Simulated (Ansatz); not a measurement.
## Strength of the C–H bond: C3H4 → C3H3 + H

Species: C3H4 (cyclopropene) `C1=CC1`, singlet; C3H3 (cyclopropenyl radical) `[CH]1C=C1`, doublet; H atom, doublet. 

Shapes, held fixed at every level: PBE0-D4/def2-TZVP. Programs: Ansatz 0.2.0. The zero-point and thermal change to 298 K, harmonic and unscaled (PBE0-D4/def2-TZVP), is -29.3 kJ/mol.

| level | kind | ΔH(298 K) (kJ/mol) | less CCSD(T)/CBS estimate | CPU time (sum over the molecules) |
| --- | --- | --- | --- | --- |
| SPW92/def2-TZVPP | LDA | +447.0 | +26.0 | 3.8 s |
| PBE-D4/def2-TZVPP | GGA | +401.7 | -19.3 | 6.8 s |
| B3LYP-D4/def2-TZVPP | global hybrid | +408.8 | -12.2 | 6.2 s |
| PBE0-D4/def2-TZVPP | global hybrid | +401.8 | -19.2 | 5.4 s |
| MP2/def2-SVP | perturbation theory | +400.9 | -20.1 | – |
| CCSD(T)/def2-TZVPP | coupled cluster or CI | +415.8 | -5.2 | 65 s |
| CCSD(T)/CBS estimate | coupled cluster or CI | +421.0 | 0.0 | 3 min |

The highest level, CCSD(T)/CBS estimate, gives ΔH(298 K) = +421.0 kJ/mol; the levels span +400.9 to +447.0. The column of differences is taken from that level and isn't an error. No measured value is set beside it here. Open shells run unrestricted unless RO is named. The CBS estimate extrapolates MP2 from def2-TZVPP and def2-QZVPP and adds CCSD(T) − MP2 in the triple-zeta set, cores frozen. Times are processor times on shared x86 and Arm servers, and rough.
